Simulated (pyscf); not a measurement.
Single points on ωB97X-D3(BJ)/def2-SVP structures (PySCF, gas phase).

Q: For the elementary gas-phase step [Cl–VH(Cl)–Cl]• + hydrogen chloride (HCl) → [Cl–V(Cl)(Cl)–Cl]• + hydrogen (H₂) (doublet surface; H–V, Cl–H broken, Cl–V, H–H formed), what barrier and reaction energy does ωB97M-D3(BJ)/def2-TZVP give, measured from the separated reactants?

A: ΔE‡ = 8.7 kcal/mol, ΔE = -25.2 kcal/mol. Zero-point energy shifts the barrier by +0.8 kcal/mol. It is a four-centre exchange, with an imaginary mode of 506i cm⁻¹. On the reactant side the descent ends in an adduct with a Cl–V contact (not fully relaxed), 3.5 kcal/mol under the separated species and 8.0 kcal/mol under the saddle at ωB97X-D3(BJ)/def2-TZVP. What is counted as formed (Cl–V) is already present as a longer contact in the reactant adduct; forming that adduct is a step of its own. At the saddle there is also a short H–V contact that neither side keeps. At ωB97X-D3(BJ)/def2-TZVP the barrier from the zero used here is 4.5 kcal/mol. This is the saddle that the search found; another between the same sides may lie lower. Open-shell species with a d-block atom are single-reference here; other states, and whether the spin sits on metal or ligand, were not checked.
